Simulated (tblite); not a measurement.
Record of a relaxation.

Species: C₄H₉O₂ (doublet state).
Atom-mapped SMILES: `[CH3:1][O:2][CH2:3][C@H:4]([CH3:5])[O:6]` (hydrogens: H7, H8, H9 on C1; H10, H11 on C3; H12 on C4; H13, H14, H15 on C5)

Computed with GFN2-xTB (tblite), gas phase: L-BFGS steps from a force-field or distance-geometry start until the largest atomic force falls under 0.01 eV/Å. 9 of its 86 geometries are shown.

Step 0: E = -576.2629 eV, largest atomic force 1.907 eV/Å
```
atom  x, y, z in Å  |  force x, y, z in eV/Å
C1      2.251    0.264    0.569    0.095  -0.087  -0.430
O2      1.577   -0.580   -0.366   -0.942   0.845   0.715
C3      0.284   -0.095   -0.706    1.081  -0.759  -1.376
C4     -0.734   -0.040    0.472   -0.680   0.530   0.367
C5     -2.161   -0.271   -0.057   -0.868  -0.526  -1.185
O6     -0.736    1.164    1.022    0.642  -0.471   0.450
H7      1.817    0.164    1.567   -0.165   0.129  -0.069
H8      2.225    1.315    0.245   -0.127  -0.204   0.113
H9      3.294   -0.050    0.626   -0.083  -0.166  -0.157
H10     0.378    0.872   -1.220   -0.159   0.167   0.454
H11    -0.093   -0.802   -1.464    0.117  -0.032   0.272
H12    -0.515   -0.929    1.106    0.298   0.401   0.370
H13    -2.448    0.483   -0.803    0.233  -0.090   0.293
H14    -2.231   -1.253   -0.547    0.068   0.193   0.180
H15    -2.911   -0.236    0.741    0.489   0.071   0.003
```

Step 11: E = -576.5519 eV, largest atomic force 0.115 eV/Å
```
atom  x, y, z in Å  |  force x, y, z in eV/Å
C1      2.231    0.277    0.563    0.014   0.017   0.004
O2      1.515   -0.565   -0.309    0.022  -0.108  -0.018
C3      0.304   -0.111   -0.740   -0.071   0.001   0.062
C4     -0.775   -0.031    0.494   -0.010  -0.049   0.013
C5     -2.172   -0.281   -0.104    0.000  -0.002   0.007
O6     -0.597    1.123    1.068    0.012  -0.039   0.046
H7      1.801    0.223    1.568   -0.018   0.053   0.020
H8      2.207    1.317    0.235    0.010   0.061  -0.068
H9      3.253   -0.095    0.577    0.038   0.004   0.040
H10     0.340    0.901   -1.152   -0.010   0.068  -0.034
H11    -0.072   -0.833   -1.460   -0.045  -0.035  -0.052
H12    -0.478   -0.897    1.129   -0.056  -0.027  -0.012
H13    -2.443    0.481   -0.828    0.067   0.093  -0.010
H14    -2.232   -1.258   -0.570    0.065  -0.074  -0.027
H15    -2.885   -0.242    0.715   -0.019   0.037   0.028
```

Step 21: E = -576.5950 eV, largest atomic force 0.284 eV/Å
```
atom  x, y, z in Å  |  force x, y, z in eV/Å
C1      2.203    0.332    0.506    0.104   0.106   0.059
O2      1.485   -0.590   -0.268    0.202  -0.096  -0.060
C3      0.265   -0.151   -0.692    0.034  -0.019   0.117
C4     -0.755   -0.132    0.572   -0.016  -0.080   0.039
C5     -2.121   -0.238   -0.126   -0.169   0.042   0.052
O6     -0.510    0.937    1.276   -0.030  -0.068  -0.120
H7      1.725    0.479    1.484   -0.156   0.020  -0.048
H8      2.253    1.304    0.011    0.039   0.086  -0.048
H9      3.201   -0.071    0.643    0.077  -0.075   0.027
H10     0.285    0.869   -1.080    0.001   0.155   0.022
H11    -0.110   -0.836   -1.449    0.037  -0.157   0.072
H12    -0.585   -1.075    1.133    0.154  -0.084  -0.054
H13    -2.252    0.575   -0.828   -0.090   0.054  -0.105
H14    -2.187   -1.202   -0.618   -0.044  -0.007  -0.167
H15    -2.900   -0.191    0.622   -0.141   0.122   0.214
```

Step 32: E = -576.6875 eV, largest atomic force 0.200 eV/Å
```
atom  x, y, z in Å  |  force x, y, z in eV/Å
C1      2.223    0.439    0.448   -0.045  -0.063  -0.023
O2      1.548   -0.581   -0.243   -0.068   0.043   0.005
C3      0.282   -0.231   -0.629    0.014  -0.008  -0.127
C4     -0.769   -0.299    0.602    0.078   0.042  -0.075
C5     -2.128   -0.180   -0.118   -0.103   0.036  -0.040
O6     -0.463    0.663    1.428    0.086   0.031   0.075
H7      1.579    0.779    1.270   -0.110   0.067   0.150
H8      2.427    1.293   -0.204   -0.001   0.055  -0.055
H9      3.151    0.021    0.821    0.068  -0.047   0.075
H10     0.224    0.807   -0.980    0.016  -0.113  -0.119
H11    -0.069   -0.950   -1.371    0.118   0.037  -0.042
H12    -0.640   -1.315    1.026   -0.047  -0.056   0.054
H13    -2.141    0.692   -0.764    0.018   0.042  -0.061
H14    -2.304   -1.077   -0.706   -0.068   0.044   0.022
H15    -2.926   -0.051    0.606    0.043  -0.109   0.162
```

Step 42: E = -576.7301 eV, largest atomic force 0.131 eV/Å
```
atom  x, y, z in Å  |  force x, y, z in eV/Å
C1      2.203    0.461    0.479   -0.062  -0.057  -0.056
O2      1.570   -0.565   -0.235   -0.048  -0.028  -0.054
C3      0.308   -0.259   -0.683   -0.030  -0.032  -0.021
C4     -0.741   -0.317    0.544   -0.027   0.035  -0.004
C5     -2.143   -0.157   -0.092   -0.002   0.059   0.017
O6     -0.405    0.627    1.391    0.039   0.026  -0.007
H7      1.509    0.824    1.261   -0.119  -0.035   0.042
H8      2.450    1.306   -0.173    0.016   0.033  -0.002
H9      3.100    0.030    0.917    0.025   0.056   0.044
H10     0.240    0.755   -1.101    0.000  -0.077   0.042
H11     0.021   -1.014   -1.417   -0.018   0.001   0.034
H12    -0.658   -1.341    0.973    0.076   0.036  -0.065
H13    -2.208    0.740   -0.703    0.090   0.020  -0.011
H14    -2.391   -1.029   -0.693    0.046   0.043   0.040
H15    -2.860   -0.054    0.719    0.014  -0.079   0.002
```

Step 53: E = -576.7576 eV, largest atomic force 0.073 eV/Å
```
atom  x, y, z in Å  |  force x, y, z in eV/Å
C1      2.140    0.452    0.485    0.006   0.016   0.004
O2      1.581   -0.582   -0.266    0.026   0.003  -0.059
C3      0.312   -0.290   -0.725   -0.044  -0.036   0.046
C4     -0.686   -0.308    0.521   -0.061  -0.028   0.024
C5     -2.105   -0.124   -0.062    0.018   0.007   0.003
O6     -0.333    0.637    1.374   -0.020   0.025  -0.023
H7      1.352    0.773    1.220    0.011   0.005   0.017
H8      2.386    1.319   -0.137    0.000   0.029   0.015
H9      3.021    0.070    0.996   -0.014  -0.006  -0.021
H10     0.249    0.703   -1.187    0.014  -0.015   0.025
H11     0.013   -1.071   -1.421    0.027  -0.040  -0.047
H12    -0.603   -1.329    0.951    0.002  -0.003   0.021
H13    -2.170    0.800   -0.629    0.008   0.024   0.011
H14    -2.356   -0.968   -0.699    0.006   0.022  -0.007
H15    -2.806   -0.074    0.767    0.023  -0.005  -0.009
```

Step 64: E = -576.7609 eV, largest atomic force 0.045 eV/Å
```
atom  x, y, z in Å  |  force x, y, z in eV/Å
C1      2.135    0.459    0.481   -0.003   0.001   0.009
O2      1.589   -0.579   -0.275   -0.017   0.032  -0.005
C3      0.311   -0.309   -0.724   -0.001  -0.005  -0.019
C4     -0.686   -0.320    0.521    0.023   0.019   0.034
C5     -2.099   -0.116   -0.060   -0.015   0.002  -0.027
O6     -0.331    0.635    1.366    0.018   0.013   0.019
H7      1.337    0.771    1.215    0.034  -0.016   0.004
H8      2.376    1.337   -0.129   -0.017  -0.023  -0.004
H9      3.014    0.076    0.992    0.004   0.027   0.006
H10     0.235    0.681   -1.190    0.011  -0.018   0.003
H11     0.028   -1.097   -1.422   -0.008  -0.016   0.007
H12    -0.611   -1.334    0.966    0.003  -0.030  -0.003
H13    -2.148    0.824   -0.602   -0.021   0.020   0.002
H14    -2.354   -0.940   -0.719   -0.007  -0.007  -0.029
H15    -2.801   -0.081    0.767   -0.004   0.001   0.003
```

Step 74: E = -576.7642 eV, largest atomic force 0.035 eV/Å
```
atom  x, y, z in Å  |  force x, y, z in eV/Å
C1      2.133    0.476    0.475   -0.004  -0.012  -0.009
O2      1.597   -0.578   -0.267   -0.020   0.007   0.018
C3      0.312   -0.341   -0.712    0.011  -0.001  -0.020
C4     -0.690   -0.332    0.533    0.021   0.017   0.013
C5     -2.091   -0.093   -0.067   -0.014   0.002  -0.010
O6     -0.323    0.607    1.388    0.004   0.009   0.004
H7      1.351    0.767    1.230   -0.004  -0.005  -0.017
H8      2.335    1.358   -0.143   -0.014  -0.015  -0.001
H9      3.035    0.117    0.964    0.007   0.016  -0.006
H10     0.216    0.631   -1.214    0.022  -0.008   0.026
H11     0.034   -1.158   -1.379    0.016   0.010  -0.004
H12    -0.635   -1.352    0.967   -0.020  -0.012   0.001
H13    -2.129    0.880   -0.550   -0.004   0.007   0.004
H14    -2.335   -0.872   -0.782   -0.003  -0.010  -0.014
H15    -2.814   -0.104    0.744    0.002  -0.005   0.015
```

Step 85: E = -576.7653 eV, largest atomic force 0.010 eV/Å
```
atom  x, y, z in Å  |  force x, y, z in eV/Å
C1      2.130    0.480    0.470    0.001  -0.003  -0.002
O2      1.599   -0.589   -0.252   -0.004  -0.006   0.007
C3      0.317   -0.355   -0.704   -0.003  -0.001   0.000
C4     -0.693   -0.337    0.536    0.001   0.000   0.002
C5     -2.089   -0.082   -0.070    0.000  -0.001   0.002
O6     -0.320    0.596    1.395   -0.003   0.004   0.002
H7      1.352    0.767    1.230    0.003   0.004  -0.001
H8      2.308    1.357   -0.163   -0.002   0.003   0.000
H9      3.046    0.145    0.950    0.003  -0.001   0.003
H10     0.228    0.616   -1.207   -0.001  -0.001  -0.001
H11     0.043   -1.173   -1.370    0.000   0.001  -0.006
H12    -0.655   -1.359    0.968    0.008  -0.001  -0.001
H13    -2.125    0.904   -0.524    0.001   0.000   0.000
H14    -2.327   -0.842   -0.808   -0.002   0.000  -0.007
H15    -2.817   -0.118    0.737   -0.001   0.000   0.003
```

**Question.** Summarise the path.

**Answer.** The energy falls by 48.47 kJ/mol from step 0 to step 85; nine tenths of that is first reached at step 37. It falls at every step. The largest force goes from 1.907 to 0.010 eV/Å. Among the bonds O2–C3 changes most (a near tie, within 0.001 Å, with another), from 1.422 to 1.380 Å; the atoms move by 0.454 Å rms after alignment.

What follows is the cost of the whole relaxation. Time: 1.1 s of wall time. Hardware: one thread of an Intel Xeon at 2.50 GHz, no GPU, shared host.
